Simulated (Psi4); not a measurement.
**SiH2SO (SMILES O[Si]S) at MP2/pcseg-3 (density fitting, density fitting for correlation, sweep point 4)**

What is the vertical singlet–triplet gap of SiH2SO at MP2/pcseg-3 (density fitting, density fitting for correlation, sweep point 4)? 

Program for the calculation: Psi4 1.11.

### Step 1. The molecule

SiH2SO: 5 atoms, total charge 0, spin state singlet. SMILES: `O[Si]S`. Geometry: relaxed at PBE0-D4/def2-TZVP. This is one conformer, not always the lowest.

Bond lengths: O1–Si2 1.646 Å, Si2–S3 2.176 Å, O1–H4 0.960 Å, S3–H5 1.346 Å. Angles: O1–Si2–S3 104.3°, Si2–O1–H4 123.1°, Si2–S3–H5 99.8°.

### Step 2. A single-point energy at MP2/pcseg-3 (density fitting, density fitting for correlation, sweep point 4)

Contents of job.py:

```python
import psi4

psi4.set_memory('1600 MB')
psi4.set_num_threads(1)
psi4.core.set_output_file('psi4.out', False)

geom = psi4.geometry("""
0 1
O     -2.25765580    -1.24514054    -0.61567277
Si    -1.80808996     1.79769646    -0.15023323
S      2.20663320     2.11384764     0.68086832
H     -0.92483197    -2.47195074    -0.50493482
H      2.87805289    -0.33353666     0.51154886
units bohr
symmetry c1
""")

psi4.set_options({
    'basis': 'pcseg-3',
    'puream': True,
    'scf_type': 'df',
    'num_frozen_docc': 11,
})

energy_value, wavefunction = psi4.energy("mp2", return_wfn=True)
print(f'total energy {energy_value:.8f} hartree = {energy_value * 27.211386:.5f} eV')
```

The run is started by

```console
python job.py
```

psi4.out:

```text
[...]
  Running in c1 symmetry.
[...]
  Nuclear repulsion =  133.931581840666354
[...]
  Multiplicity = 1
[...]
  Nalpha       = 20
  Nbeta        = 20
[...]
    Number of basis functions: 254
[...]
   @DF-RHF iter   1:  -762.49540758304158   -7.30482e-01   2.00014e-03 DIIS/ADIIS
[...]
   @DF-RHF iter  12:  -762.60560487161922   -1.76215e-11   2.52661e-09 DIIS
[...]
    Orbital Energies [Eh]
    ---------------------
    Doubly Occupied:
       1A    -91.905163     2A    -68.772120     3A    -20.583823
       4A     -8.950388     5A     -6.631684     6A     -6.630731
       7A     -6.630473     8A     -6.157957     9A     -4.260625
      10A     -4.260536    11A     -4.259460    12A     -1.365414
      13A     -0.970864    14A     -0.763473    15A     -0.616757
      16A     -0.576416    17A     -0.551696    18A     -0.469366
      19A     -0.394891    20A     -0.348479
[...]
  @DF-RHF Final Energy:  -762.60560487161922
   => Energetics <=
    Nuclear Repulsion Energy =            133.9315818406663539
    One-Electron Energy =               -1322.8737427490168557
    Two-Electron Energy =                 426.3365560367313947
    Total Energy =                       -762.6056048716192208
[...]
 Multipole Moments:
 ------------------------------------------------------------------------------------
     Multipole            Electronic (a.u.)      Nuclear  (a.u.)        Total (a.u.)
 ------------------------------------------------------------------------------------
 L = 1.  Multiply by 2.5417464519 to convert [e a0] to [Debye]
 Dipole X            :         -0.8382370            1.1587060            0.3204691
 Dipole Y            :          1.9048245           -2.5896571           -0.6848326
 Dipole Z            :          0.0701120           -0.0915995           -0.0214875
 Magnitude           :                                                    0.7564112
[...]
```

On the terminal:

```text
total energy -763.16194452 hartree = -20766.69425 eV
```

Run time: 3.9 s. Hardware: 1 thread of AMD EPYC 9R45 (Zen 5), shared host; peak memory 0.55 GiB.

### Step 3. The triplet at the same level

Contents of run.py:

```python
import psi4

psi4.set_memory(1600000000)
psi4.set_num_threads(1)
psi4.core.set_output_file('output.dat', False)

molecule = psi4.geometry("""
0 3
O     -2.25765580    -1.24514054    -0.61567277
Si    -1.80808996     1.79769646    -0.15023323
S      2.20663320     2.11384764     0.68086832
H     -0.92483197    -2.47195074    -0.50493482
H      2.87805289    -0.33353666     0.51154886
units au
symmetry c1
""")

psi4.set_options(dict(reference='uhf', puream=True, scf_type='df', num_frozen_docc=11, maxiter=150))

e = psi4.energy('mp2/pcseg-3')
print('E =', round(e, 9))
for k, v in sorted(psi4.core.scalar_variables().items()):
    print(f'{k:45s} {v:18.10f}')
```

The run is started by

```console
python run.py
```

output.dat:

```text
[...]
  Running in c1 symmetry.
[...]
  Nuclear repulsion =  133.931581840666354
[...]
  Multiplicity = 3
[...]
  Nalpha       = 21
  Nbeta        = 19
[...]
    Number of basis functions: 254
[...]
   @DF-UHF iter   1:  -762.39919065216031   -6.34265e-01   2.06017e-03 DIIS/ADIIS
[...]
   @DF-UHF iter  14:  -762.53136281390721   -5.19549e-11   7.82400e-09 DIIS
[...]
   @S^2 Observed:                2.006669060E+00
[...]
    Orbital Energies [Eh]
    ---------------------
    Alpha Occupied:
       1A    -91.912169     2A    -68.789986     3A    -20.571833
       4A     -8.956264     5A     -6.639305     6A     -6.636996
       7A     -6.636712     8A     -6.178513     9A     -4.290976
      10A     -4.285000    11A     -4.279261    12A     -1.360765
      13A     -0.981043    14A     -0.772858    15A     -0.631947
      16A     -0.577108    17A     -0.567634    18A     -0.499045
      19A     -0.423534    20A     -0.416546    21A     -0.266856
    Alpha Virtual:
      22A      0.060504    23A      0.069987    24A      0.087644
      25A      0.120366    26A      0.125204    27A      0.152098
[...]
  @DF-UHF Final Energy:  -762.53136281390721
   => Energetics <=
    Nuclear Repulsion Energy =            133.9315818406663539
    One-Electron Energy =               -1322.6212641038391666
    Two-Electron Energy =                 426.1583194492657185
    Total Energy =                       -762.5313628139072080
  UHF NO Occupations:
  HONO-2 :   19  A 1.9982113
  HONO-1 :   20  A 1.0000000
[...]
 Multipole Moments:
 ------------------------------------------------------------------------------------
     Multipole            Electronic (a.u.)      Nuclear  (a.u.)        Total (a.u.)
 ------------------------------------------------------------------------------------
 L = 1.  Multiply by 2.5417464519 to convert [e a0] to [Debye]
 Dipole X            :         -1.0792088            1.1587060            0.0794972
 Dipole Y            :          2.2264636           -2.5896571           -0.3631936
 Dipole Z            :          0.0623413           -0.0915995           -0.0292582
 Magnitude           :                                                    0.3729416
[...]
```

The script printed:

```text
E = -763.057367968
CURRENT CORRELATION ENERGY                         -0.5260051545
CURRENT ENERGY                                   -763.0573679685
CURRENT REFERENCE ENERGY                         -762.5313628139
CUSTOM SCS-MP2 CORRELATION ENERGY                  -0.5195603078
CUSTOM SCS-MP2 TOTAL ENERGY                      -763.0509231217
DD SOLVATION ENERGY                                 0.0000000000
HF KINETIC ENERGY                                 764.0101202774
HF POTENTIAL ENERGY                             -1526.5414830914
HF TOTAL ENERGY                                  -762.5313628139
HF VIRIAL RATIO                                     1.9980644792
MP2 CORRELATION ENERGY                             -0.5260051545
MP2 DOUBLES ENERGY                                 -0.5260051545
MP2 OPPOSITE-SPIN CORRELATION ENERGY               -0.3971829880
MP2 SAME-SPIN CORRELATION ENERGY                   -0.1288221665
MP2 SINGLES ENERGY                                 -0.0000000000
MP2 TOTAL ENERGY                                 -763.0573679685
NUCLEAR REPULSION ENERGY                          133.9315818407
ONE-ELECTRON ENERGY                             -1322.6212641038
PCM POLARIZATION ENERGY                             0.0000000000
PE ENERGY                                           0.0000000000
SCF ITERATION ENERGY                             -762.5313628139
SCF ITERATIONS                                     14.0000000000
SCF TOTAL ENERGY                                 -762.5313628139
SCS-MP2 CORRELATION ENERGY                         -0.5195603078
SCS-MP2 TOTAL ENERGY                             -763.0509231217
TWO-ELECTRON ENERGY                               426.1583194493
```

It took 5.7 s on 1 thread of AMD EPYC 9R45 (Zen 5), shared host; peak memory 0.56 GiB.

### Step 4. Results

At MP2/pcseg-3 (density fitting, density fitting for correlation, sweep point 4), 11 core orbitals frozen:

```
                                                           quantity          value
                                              singlet: total energy  -763.16194 Eh
                       singlet: HOMO energy (Hartree–Fock orbitals)       -9.48 eV
                       singlet: LUMO energy (Hartree–Fock orbitals)        1.13 eV
                     singlet: HOMO–LUMO gap (Hartree–Fock orbitals)       10.61 eV
              singlet: correlation energy (11 core orbitals frozen)     -556.3 mEh
                                              triplet: total energy  -763.05737 Eh
triplet: HOMO energy (Hartree–Fock orbitals) (highest over α and β)       -7.26 eV
 triplet: LUMO energy (Hartree–Fock orbitals) (lowest over α and β)       -0.41 eV
              triplet: correlation energy (11 core orbitals frozen)     -526.0 mEh
                         triplet: ⟨S²⟩ of the reference determinant          2.007
                   vertical energy of the triplet above the singlet       2.846 eV
```

What this shows: At this shape the triplet lies 2.85 eV (275 kJ/mol) above the singlet.
